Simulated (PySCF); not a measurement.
H2O, SMILES O, point group C2v.

Force field and properties: B3LYP/pcJ-1 (PySCF, grid level 2). Vibrational terms come from second-order perturbation theory with semi-diagonal cubic constants, by steps of ±0.6 along the normal coordinates of each isotopologue. The parent has the commonest isotopes.

Equilibrium geometry (Å):

```
atom        x        y        z
  O1   0.0226   0.3846  -0.0101
  H2  -0.7513  -0.1826  -0.0435
  H3   0.7746  -0.2122   0.0034
```

**Question.** How much do zero-point and thermal motion change the parent's shieldings?

**Answer.** 
```tsv
atom	σe (ppm)	anharmonic part, 0 K	harmonic part, 0 K	Δσ at 0 K	Δσ at 298.15 K	Δσ at 400 K
O1	337.18	-8.86	-5.80	-14.65	-15.15	-15.31
H2	31.17	-0.56	0.05	-0.52	-0.54	-0.55
```

**Question.** And the bond lengths, in the parent and with ²H at 2?

**Answer.** 
| bond | re (Å) | ⟨r⟩ at 0 K | between mean positions | ⟨r⟩, labelled |
| --- | --- | --- | --- | --- |
| O1–H2 | 0.9600 | 0.9779 | 0.9750 | 0.9731 |

**Question.** How do the spin–spin couplings change (quoted for ¹H, ¹³C, ¹⁵N, ¹⁷O and so on whatever the masses)?

**Answer.** ¹J(O1,H2) -70.9 → -64.8, ¹J(O1,H3) -70.9 → -64.8, ²J(H2,H3) -7.2 → -6.4 Hz (equilibrium → 0 K average).

The study (54 SCF points, 47 basis functions) took 26 s on 1 thread of Intel Xeon 6975P-C (shared host) (rough), peak memory 0.28 GiB, launched as `OMP_NUM_THREADS=1 python ens_run.py task.json out`.
